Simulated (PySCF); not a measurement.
C₂H₄O₂, SMILES COC=O.

Coordinates come from a ωB97X-D3(BJ)/def2-SVP optimisation. Other conformers were not sampled.

All values below come from B3LYP/def2-TZVPD (PySCF).

- total energy = -229.16601 hartree
- point group = Cs
- highest occupied level = -8.15 eV
- lowest empty level = -0.42 eV
- orbital gap = 7.73 eV
- dipole moment = 1.92 D
- quadrupole, principal values (traceless, Buckingham form, about the centre of nuclear charge) = -7.48, 0.94, 6.53 D·Å
- mean static polarisability = 34.7 bohr³ (5.14 Å³)
- polarisability, principal values = 26.9, 35.7, 41.4 bohr³
